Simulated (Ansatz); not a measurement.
# SiC (triplet): from Hartree-Fock to the top rungs at distance Si1–C2 = 3.782 Å, 6-31G

Aim: climb from Hartree-Fock through coupled cluster and multireference methods for SiC (triplet) at one geometry and basis, and see what each rung misses.

Program: Ansatz 0.2.0, Gaussian basis. Level of theory: 6-31G, core rule «outside noble gas», up to 6 orbitals frozen. These are calculated values, not measurements.

To be run: UHF; CCSD(T) on UHF; BCCD(T) on ROHF; CISD; CCSDT(Q) on ROHF; CCSDT(Q) on UHF; CISDTQ; CCSDTQ on UHF; CASSCF and MRCISD+Q, 4 electrons in 4 orbitals; CASSCF and NEVPT2, 4 electrons in 4 orbitals; CASSCF and MRCISD+Q, 8 electrons in 8 orbitals; CASSCF and MRCISD+Q(relaxed), 8 electrons in 8 orbitals; CASSCF and NEVPT2, 8 electrons in 8 orbitals; Full CI.

25 further runs of the same task are left out: 3 for a known fault of the program, 21 that didn't finish, 1 set aside as unsound or not needed.

## Step 1: The system

The geometry derives from a PBE0/def2-TZVP stationary point (not a proven minimum). One bond is set to the value named and the two fragments are kept rigid.

2 atoms, charge 0, spin multiplicity 3.

Atoms are counted from 1 here; the program's logs count them from 0.

No contacts short enough for the rule that draws bonds.

Coordinates:

```xyz
2
charge 0, multiplicity 3
Si    0.0000    0.0000    0.0000
C     0.0000    0.0000    3.7820
```

## Step 2: UHF

Contents of in.yaml:

```yaml
crystal:
  periodic: [false, false, false]
  atoms:
    - {symbol: Si, position_ang: [0.000000, 0.000000, 0.000000]}
    - {symbol: C, position_ang: [0.000000, 0.000000, 3.782000]}
basis:
  gaussian: {orbitals: 6-31G}
magnetization: {spin_polarized: true, initial_magnetization: 2}
hamiltonian: {xc: hf}
output: {orbitals: {seedname: orbitals}}
```

Started as:

```
ansatz run in.yaml --threads 1 --pin off --events-out ev --progress --plain --max-ram 2393MiB
```

The runs that follow: CCSD(T) on UHF; BCCD(T) on ROHF; CISD; CCSDT(Q) on ROHF; CCSDT(Q) on UHF; CISDTQ; CCSDTQ on UHF; CASSCF and MRCISD+Q, 4 electrons in 4 orbitals; CASSCF and NEVPT2, 4 electrons in 4 orbitals; CASSCF and MRCISD+Q, 8 electrons in 8 orbitals; CASSCF and MRCISD+Q(relaxed), 8 electrons in 8 orbitals; CASSCF and NEVPT2, 8 electrons in 8 orbitals; Full CI.

Q: Predict the results of all the runs planned. Wanted: FCI from the UHF energy; UMP2 from FCI; UCCSD(T) from FCI; UCCSDT(Q) from FCI; NEVPT2 pair from FCI; MRCISD+Q pair from FCI; NEVPT2 valence from FCI; effectively unpaired electrons.

As calculated:

| quantity | value |
| --- | --- |
| FCI from the UHF energy | -2.2276 eV |
| UMP2 from FCI | +1135.1 meV |
| UCCSD(T) from FCI | +52.7 meV |
| UCCSDT(Q) from FCI | -11.0 meV |
| NEVPT2 pair from FCI | +680.3 meV |
| MRCISD+Q pair from FCI | -10.9 meV |
| NEVPT2 valence from FCI | +339.3 meV |
| levels within 1 kcal/mol (43 meV) | BCCD(T), UCCSDT, UCCSDT(Q), MRCISD+Q pair, MRCISD valence, MRCISD+Q valence, MRCISD+Q(relaxed) valence |
| effectively unpaired electrons | 4.27 |

UCCSD(T) lands +52.7 meV from the yardstick (2.4 % of the correlation energy). UCCSDT(Q), MRCISD+Q pair fall below full CI: unrestricted runs freeze a spin-polarised core, another one than full CI's, and coupled cluster isn't variational. With 4.3 effectively unpaired electrons against 2 the state is strongly multireference. Coupled cluster on one determinant still stays close here. Of the multireference levels listed MRCISD+Q(relaxed) valence comes nearest in total energy (+6.9 meV), which doesn't show that its space is the better one. These misses are within one basis, not against nature; the frozen cores of restricted and unrestricted runs differ, which can shift their rows.

Levels on UHF freeze UHF's core orbitals, full CI those of ROHF, so the U rows can settle a little off it for that reason alone.
